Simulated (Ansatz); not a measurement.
Isolated molecules relaxed with PBE0-D4/def2-TZVP in Ansatz; ΔE leaves out vibrations. CCSD(T)/CBS is the MP2 limit (def2-TZVPP, def2-QZVPP) plus CCSD(T) − MP2 in def2-TZVPP, frozen cores. This one scheme is used for every species. Functionals use def2-TZVPP. B3LYP here is the variant with VWN-RPA as its local correlation; programs differ in this. Each species was taken in one conformer, which may not be the lowest.

Consider the hydrogenolysis of a C–F bond: `C=C(F)SC` + H₂ → `C=CSC` + H–F.

Q: Is it downhill or uphill in electronic energy at CCSD(T)/CBS, and by how much? (Estimate.)

A: Computed: Downhill: ΔE = -23.0 kcal/mol.

Q: What do these levels give: revPBE-D4, PBE0-D4, B3LYP-D4, BHLYP-D4, B2PLYP, BLYP, r2SCAN, PBE0, B3LYP, r2SCANh, CAM-B3LYP, HF/def2-QZVPP? (Best estimate.)

A: The calculation gave: revPBE-D4 -18.3, PBE0-D4 -20.5, B3LYP-D4 -19.5, BHLYP-D4 -21.2, B2PLYP -21.1, BLYP -18.4, r2SCAN -18.1, PBE0 -20.8, B3LYP -20.0, r2SCANh -19.0, CAM-B3LYP -19.5, HF/def2-QZVPP -23.4 kcal/mol.

Largest T1 diagnostic among the species: 0.012.

From r2SCAN to r2SCAN0 (25 % exact exchange), in def2-TZVPP and without D4, ΔE moves by −2.2 kcal/mol. Leaving LDA and LC-ωPBE aside and taking each functional with its dispersion term where it has one, the values, not all of them listed here, spread over 4.7 kcal/mol, from PBE-QIDH to BLYP-D4. LDA lies +1.8 kcal/mol from PBE without D4.
